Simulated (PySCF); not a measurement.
# F, SMILES `[F]` (charge 0, multiplicity 2)

Calculation: PBE-D3(BJ)/def2-TZVP in PySCF.

```json
{
 "highest_occupied_spin_orbital": "-10.14 eV",
 "dipole_moment": "0.00 D",
 "total_energy": "-99.6691 Ha",
 "cost": "about 1.4 core-seconds (a rough figure)"
}
```

Bonds (Å): .
Charge 0, spin multiplicity 2.
